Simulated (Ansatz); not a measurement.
A geometry relaxed with PBE0-D3(BJ)/def2-SVP (Ansatz, a first-principles code), charge 0, multiplicity 1:

```xyz
6

H     -0.8703    -0.6337    -0.8107
H     -0.8828    -0.3561     0.9540
C     -0.4867     0.0081    -0.0047
C      0.9659    -0.0161     0.0094
H     -0.8487     1.0332    -0.1685
N      2.1225    -0.0354     0.0206
```

**Question.** Write the SMILES of this molecule.

**Answer.** `CC#N`
